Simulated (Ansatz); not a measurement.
This geometry of C4H7N (12 atoms, charge 0, multiplicity 1) is a first-order saddle point.

Computed with RKS BLYP-D4/6-31G in Ansatz 0.2.0.

```xyz
12
Properties=species:S:1:pos:R:3
C -1.382 -0.426 0.432
C 0.006 0.014 -0.053
C 1.175 -0.952 0.129
C 0.191 1.208 -0.608
N 0.323 2.254 -1.286
H -2.116 -0.462 -0.393
H -1.788 0.243 1.211
H -1.317 -1.438 0.865
H 1.324 -1.198 1.198
H 2.118 -0.535 -0.259
H 0.980 -1.903 -0.401
H 0.564 3.140 -0.801
```

(1) Which two structures does it join? (They come from a converged band through this point; their orientation in space is the band's.)

(2) How far does it lie above each of them?

Answers

(1) No bond is made or broken. The dihedral H7–C1–C2–C4 goes from -120 to 1°. The two ends are copies of one structure, up to a mirror image or an exchange of like atoms.

Initial state:

```xyz
12
Properties=species:S:1:pos:R:3
C -1.374 -0.441 0.403
C 0.007 0.014 -0.059
C 1.191 -0.893 0.266
C 0.174 1.163 -0.707
N 0.305 2.152 -1.465
H -2.161 0.276 0.123
H -1.401 -0.570 1.502
H -1.629 -1.420 -0.046
H 1.286 -1.043 1.358
H 2.142 -0.483 -0.107
H 1.049 -1.892 -0.188
H 0.489 3.083 -1.044
```

Final state:

```xyz
12
Properties=species:S:1:pos:R:3
C -1.371 -0.429 0.430
C 0.004 0.019 -0.058
C 1.165 -0.955 0.119
C 0.187 1.219 -0.601
N 0.323 2.271 -1.268
H -1.685 -1.354 -0.091
H -2.142 0.337 0.256
H -1.351 -0.657 1.514
H 1.311 -1.207 1.188
H 2.111 -0.547 -0.269
H 0.959 -1.903 -0.413
H 0.567 3.150 -0.773
```

(2) 0.076 eV above the first and 0.076 eV above the second. This is the barrier of this one path; another mechanism may lie lower. Limits of this set-up: no polarisation functions.

Time of the run: 3.5 min on 1 CPU thread of a shared host.
